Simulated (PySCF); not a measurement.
Compound: lithium amide, H₂LiN.
Geometry (PBE0-D3(BJ)/def2-TZVP, Å), atoms numbered from 1 in this order:
```
atom  x, y, z in Å
Li1    1.584   -0.156   -0.272
N2    -0.108    0.002    0.013
H3    -0.745   -0.678    0.410
H4    -0.692    0.807   -0.183
```

The closed-shell ground state was solved at several levels (PySCF, density fitting, gas phase, non-relativistic). Geometry: PBE0-D3(BJ)/def2-TZVP; no solvent, vibrations or thermal averaging.

| level | basis functions | HOMO (eV) | LUMO (eV) | gap (eV) | dipole (D) |
| --- | --- | --- | --- | --- | --- |
| B97-2/pcSseg-2 | 85 | -4.40 | -0.93 | 3.47 | 4.66 |
| PBE0/pcSseg-2 | 85 | -4.68 | -0.93 | 3.75 | 4.63 |
| KT3/pcSseg-2 | 85 | -3.47 | -1.73 | 1.74 | 4.51 |

Task: Estimate the row for wB97X-D/pcSseg-2, a basis of 85 functions; the other rows only guide the guess.

Result: HOMO -6.54 eV, LUMO 0.19 eV, gap 6.73 eV, dipole 4.75 D.

Task: Over all these levels, which gives the widest orbital gap and which the narrowest?

Result: wB97X-D/pcSseg-2 (range-separated hybrid) has the widest, 6.73 eV, and KT3/pcSseg-2 (GGA) the narrowest, 1.74 eV. From the narrowest to the widest the HOMO moves by -3.07 eV and the LUMO by +1.92 eV.

Task: In the pcSseg-2 basis, how does the gap go with the fixed share of exact exchange?

Result: KT3 (0 %) 1.74 eV; B97-2 (21 %) 3.47 eV; PBE0 (25 %) 3.75 eV. Each rise in the share widens the gap here.

Task: How far do the dipole and the HOMO energy spread over the levels?

Result: The dipole runs from 4.51 to 4.75 D (mean 4.64 D) and the HOMO from -6.54 to -3.47 eV.
